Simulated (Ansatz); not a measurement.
A nudged elastic band was laid between two geometries of CH₃BF (6 atoms, charge 0, multiplicity 2).

The calculation used UKS PBE0/def2-SVP (Ansatz 0.2.0).

```json
{
  "movable images": "7",
  "climbing image": "yes",
  "spring": "5.0 eV/Å²",
  "optimiser": "quadratic models (default)",
  "start path": "through a guess of the saddle point",
  "force threshold": "0.05 eV/Å",
  "iteration limit": "60",
  "end points": "relaxed"
}
```

Image 0:

```xyz
6
Properties=species:S:1:pos:R:3
C -0.303 0.312 -0.174
B 0.289 -1.070 0.237
F 1.489 -1.234 0.740
H -1.230 0.496 0.394
H 0.397 1.147 -0.009
H -0.599 0.286 -1.235
```

Image 8:

```xyz
6
Properties=species:S:1:pos:R:3
C -0.237 0.353 -0.198
B 0.891 -0.705 -0.003
F 0.910 -1.586 0.969
H -1.010 0.302 0.587
H 0.199 1.365 -0.218
H -0.709 0.207 -1.183
```

(1) What changes between the two ends?

(2) What energy profile does the band end with?

(3) What is the geometry of the highest image?

Answers

(1) No bond is made or broken. The dihedral H5–C1–B2–F3 goes from 1 to 124°. The two ends are copies of one structure, up to a mirror image or an exchange of like atoms.

(2) The run converged. The highest image is number 4 of 0 to 8, 0.0 kcal/mol above the ends, which have the same energy within 2 meV. The top lies less than 8 meV above the higher end, about what the thresholds resolve: that end is a shoulder or a very shallow well. A vibrational analysis at the climbing image gives one clearly imaginary mode, 86i cm⁻¹: a first-order saddle point.

```tsv
image	path coordinate (Å)	energy (kcal/mol)	dihedral H5–C1–B2–F3 (°)
0	0.00	0.0	1
1	0.18	0.0	13
2	0.36	0.0	26
3	0.54	0.0	42
4	0.72	0.0	59
5	0.90	0.0	77
6	1.09	0.0	94
7	1.27	0.0	109
8	1.45	0.0	124
```

(3) 
```xyz
6
Properties=species:S:1:pos:R:3:forces:R:3
C -0.283 0.299 -0.247 -0.01 0.00 0.00
B 0.550 -1.005 -0.055 0.01 0.00 0.01
F 1.214 -1.259 1.048 0.00 0.00 -0.01
H -1.033 0.368 0.561 0.00 0.00 0.00
H 0.387 1.170 -0.136 0.00 0.00 0.00
H -0.794 0.363 -1.216 0.00 0.00 0.00
```

The run took 65 s on 1 thread of Arm Neoverse V2, on a shared host, peak memory 0.12 GiB.
